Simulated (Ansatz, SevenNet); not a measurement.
For wurtzite ZnO, the machine-learned potential SevenNet-0 (trained on PBE and PBE+U data) gives:

lattice parameter a: 3.289 Å
c axis length: 5.300 Å

Problem. What does HSE06 (Ansatz, a quantum-chemistry and plane-wave program, plane waves, PAW) give for the same quantities?

Solution. 
- lattice constant a: 3.250 Å (decreases by 1.2 %)
- lattice parameter c: 5.222 Å (falls by 1.5 %)

For comparison: lattice constant a 3.248 Å (measured, 4 K, zero-point motion not removed; as tabulated in arXiv:1206.3780); lattice parameter c 5.204 Å (measured, 4 K, zero-point motion not removed; as tabulated in arXiv:1206.3780).

Changes are worked out from the printed values.

Unless a cell is named, each level is at its own relaxed cell (SevenNet-0 12.41, HSE06 11.94 Å³/atom).

Ansatz's density-functional and Hartree–Fock values are scalar-relativistic unless marked +SOC, with PAW data made under PBE.
